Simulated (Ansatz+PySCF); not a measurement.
The numbers below are computed, except where a source is named.
Input for PySCF 2.14.0:

```python
from pyscf import gto, scf, mp

mol = gto.M(atom="""
C 0.028530 -0.001750 -0.587020
C -0.023550 -0.029100 0.594900
""", basis='def2-svp', charge=0, spin=0)
mf = scf.RHF(mol)
mf.kernel()
pt = mp.MP2(mf, frozen=2).run()
print(mf.e_tot, pt.e_corr, pt.e_tot)
```

The script is written out from the run's settings.

Results

| Item | Value |
| --- | --- |
| Converged | yes |
| Reference energy | -75.30249 hartree |
| Correlation energy | -0.31129 hartree |
| Total energy | -75.61378 hartree |

The reference isn't the lowest determinant (another lies 0.37 eV lower), but the same method gives a higher total on the lower determinant. Caution: large amplitudes, a single reference is doubtful; an unrestricted determinant lies well below.
